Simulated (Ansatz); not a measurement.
`B[SiH2]O` → `[BH2]`• + `O[SiH2]`•  (homolysis of the B–Si bond)

Isolated molecules relaxed with PBE0-D4/def2-TZVP in Ansatz; ΔE leaves out vibrations. CBS: MP2 limit from def2 TZ/QZ plus the TZ coupled-cluster correction, frozen cores. This one scheme is used for every species. DFT in def2-TZVPP. No spin–orbit coupling; open shells (•) take unrestricted orbitals. Each species was taken in one conformer, which may not be the lowest.

| level | ΔE (kJ/mol) |
| --- | --- |
| BLYP-D4 | 353.9 |
| BHLYP-D4 | 361.3 |
| ωB97M-V | 382.0 |
| r2SCAN | 349.0 |
| r2SCAN0 | 348.7 |
| HF/def2-SVP | 281.9 |
| HF/def2-TZVPP | 275.3 |
| CCSD/CBS(def2) | 371.7 |

Q: What does CCSD(T)/CBS give? (Estimate.)

A: Ansatz gave: +377.1 kJ/mol. The listed levels differ from it by -23.2, -15.8, 4.9, -28.1, -28.4, -95.2, -101.8, -5.4 kJ/mol.

Q: What do rigid-rotor, harmonic-oscillator terms from PBE0-D4/def2-TZVP frequencies (298.15 K, 1 bar) make of the CCSD(T)/CBS value? (An estimate is asked.)

A: The calculation gave: ΔZPE = -18.5 kJ/mol, ΔH = +363.5 kJ/mol, ΔS = 152 J/(mol·K), ΔG = +318.1 kJ/mol. Open shells count their whole term as degenerate.

Largest T1 diagnostic among the species: 0.015.

Leaving LDA and LC-ωPBE aside and taking each functional with its dispersion term where it has one, the values, not all of them listed here, spread over 32.0 kJ/mol, from r2SCANh-D4 to ωB97M-V. LDA lies +51.4 kJ/mol from PBE without D4, its usual overbinding. At CCSD(T), def2-SVP lies −18.3 kJ/mol from the extrapolated value and def2-TZVPP −9.4 kJ/mol: correlation converges slowly with the basis, and small sets miss more of it in the bonded molecule than in its fragments.
